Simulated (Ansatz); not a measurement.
**CH5AlO (SMILES [CH3][AlH][OH]): the energy, rung by rung**

The species is CH5AlO (8 atoms), meant as a singlet with charge 0. As SMILES, `[CH3][AlH][OH]`. The shape was relaxed beforehand at PBE0/def2-SVP. This is one conformer, not always the lowest.

```
atom    x (Å)    y (Å)    z (Å)
   C  -0.7776   0.9844  -0.0722
  Al   0.5878  -0.3889  -0.2460
   O   0.5480  -1.6858   0.8664
   H  -0.3260   1.9696   0.1345
   H  -1.4848   0.7581   0.7407
   H  -1.3542   1.0964  -1.0060
   H   1.7316  -0.3737  -1.3543
   H   1.1673  -2.4172   0.8810
```

Each level gives the dissociation energy of the Al2–C1 bond into doublet AlH2O and doublet CH3 (shapes relaxed at PBE0/def2-SVP, no zero-point term) (eV). The values are calculated.

| level | kind | program | value (eV) |
| --- | --- | --- | --- |
| HF/def2-TZVP | Hartree–Fock | Ansatz | 2.60 |
| PBE/def2-TZVP | GGA | Ansatz | 3.62 |
| r2SCAN/def2-TZVP | meta-GGA | Ansatz | 3.50 |
| B3LYP/def2-TZVP | global hybrid | Ansatz | 3.55 |
| MP2/def2-TZVP | perturbation theory | Ansatz | 3.79 |

The values span 2.60 to 3.79 eV. Hartree–Fock misses the correlation of the electron pair that is broken and comes out low. Measured bond enthalpies also hold zero-point and thermal terms, a few tenths of an eV less.
